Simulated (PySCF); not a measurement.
Working out the electron affinity of F

F- [Ne] (1S) → F [He] 2s2 2p5 (2P). All numbers are calculated (PySCF 2.14, no relativity, point nucleus, in dyall-av3z). Frozen: 1s2; the 14 highest virtual orbitals dropped. Energies in hartree (1 hartree = 27.21139 eV):

```json
{"part": "UHF", "F- (lower)": "-99.459264", "F (upper)": "-99.415948"}
{"part": "MP2 opposite-spin", "F- (lower)": "-0.222689", "F (upper)": "-0.161076"}
{"part": "MP2 same-spin", "F- (lower)": "-0.079481", "F (upper)": "-0.050790"}
```

What does Hartree-Fock give?

(-99.415948) − (-99.459264) = 0.043316 hartree = 1.179 eV.

What do MP2 and SCS-MP2 (6/5 opposite-spin, 1/3 same-spin) give?

The opposite-spin parts differ by 1.677 eV and the same-spin parts by 0.781 eV. MP2: 1.179 + (1.677) + (0.781) = 3.637 eV. SCS-MP2: 1.179 + 1.2 × (1.677) + (0.781)/3 = 3.452 eV.

A first-order spin-orbit estimate adds -0.017 eV to MP2 (valence), giving 3.620 eV against 3.401 eV (measured; photodetachment measurements, as compiled on the Wikipedia data page of electron affinities).

What remains against the reference includes basis incompleteness, the frozen core and correlation beyond second order.
